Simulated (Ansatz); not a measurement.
# AlPH (quartet): from Hartree-Fock to the top rungs, def2-QZVPP

The task here is to estimate one member of a computed series from the others.

Method: def2-QZVPP, core rule «outside noble gas», up to 10 orbitals frozen; program: Ansatz 0.2.0, Gaussian basis.

The runs, in order: UHF; ROHF; CCSD(T) on UHF.

2 further runs of the same task are left out: 2 set aside as unsound or not needed.

## What is computed

The geometry is a PBE0/def2-TZVP stationary point (not a proven minimum) of the parent state, kept for this charge and spin.

3 atoms, charge 0, spin multiplicity 4.

Atoms are counted from 1 here; the program's logs count them from 0.

Bond lengths: Al1–P2 2.144 Å, Al1–H3 1.581 Å. Angles: P2–Al1–H3 180.0°.

Set-up of the first run:

in.yaml reads:

```yaml
crystal:
  periodic: [false, false, false]
  atoms:
    - {symbol: Al, position_ang: [0.000000, 0.000000, 0.187600]}
    - {symbol: P, position_ang: [0.000000, 0.000000, -1.956600]}
    - {symbol: H, position_ang: [0.000000, 0.000000, 1.769000]}
basis:
  gaussian: {orbitals: "def2-QZVPP.json"}
magnetization: {spin_polarized: true, initial_magnetization: 3}
hamiltonian: {xc: hf}
output: {orbitals: {seedname: orbitals}}
```

On the command line:

```console
$ ansatz run in.yaml --threads 1 --pin off --events-out ev --progress --plain --max-ram 4096MiB --backend cpu
```

Steps of the session up to this table: UHF; ROHF; CCSD(T) on UHF.

One of the session's tables, all rows but one given; the rest of the session is left out.

It belongs to the step «Misses and costs». 

| method | from UCCSD(T) (kcal/mol) |
| --- | --- |
| ROHF | +137.14 |
| UHF | ? |
| UMP2 | +26.09 |
| UCCSD | +5.97 |
| UCCSD(T) | 0 |

**Question.** Estimate the row for UHF.

As computed: from UCCSD(T) (kcal/mol): +132.12. In the column «from UCCSD(T) (kcal/mol)» it lies between UMP2 (+26.09) and ROHF (+137.14).
